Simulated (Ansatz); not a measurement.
doublet CH₅P(+): levels of theory in one basis

```yaml
atoms:
  - { symbol: C, position_ang: [0.0044, 0.0000, -1.0770] }
  - { symbol: P, position_ang: [-0.0011, 0.0000, 0.6882] }
  - { symbol: H, position_ang: [-0.0212, -0.9396, -1.6157] }
  - { symbol: H, position_ang: [-0.0212, 0.9396, -1.6157] }
  - { symbol: H, position_ang: [0.6453, 1.1352, 1.1991] }
  - { symbol: H, position_ang: [-1.2515, 0.0000, 1.2220] }
  - { symbol: H, position_ang: [0.6453, -1.1352, 1.1991] }
```

Basis set: cc-pVTZ on H, C; cc-pV(T+d)Z on P (spherical functions). Frozen core: 6 orbitals. Correlation on ROHF uses semicanonical orbitals with singles. Charge 1, multiplicity 2.

Computed with Ansatz (development build ahead of 0.2.0); each method stands on the lowest determinant of its kind that the runs found.

```json
{"method": "ROHF", "E − E(ROHF) (eV)": "0.00", "<S²> of the determinant": "0.75"}
{"method": "UHF", "E − E(ROHF) (eV)": "-0.12", "<S²> of the determinant": "0.76"}
{"method": "ROHF-MP2", "E − E(ROHF) (eV)": "-8.08", "<S²> of the determinant": "–"}
{"method": "UHF-MP2", "E − E(ROHF) (eV)": "-8.07", "<S²> of the determinant": "0.76"}
```

(1) Is a single determinant a sound starting point here?

Results:

(1) By this sign, yes. Unrestricted orbitals gain 0.12 eV and <S²> is 0.76 against 0.75 for a pure state.
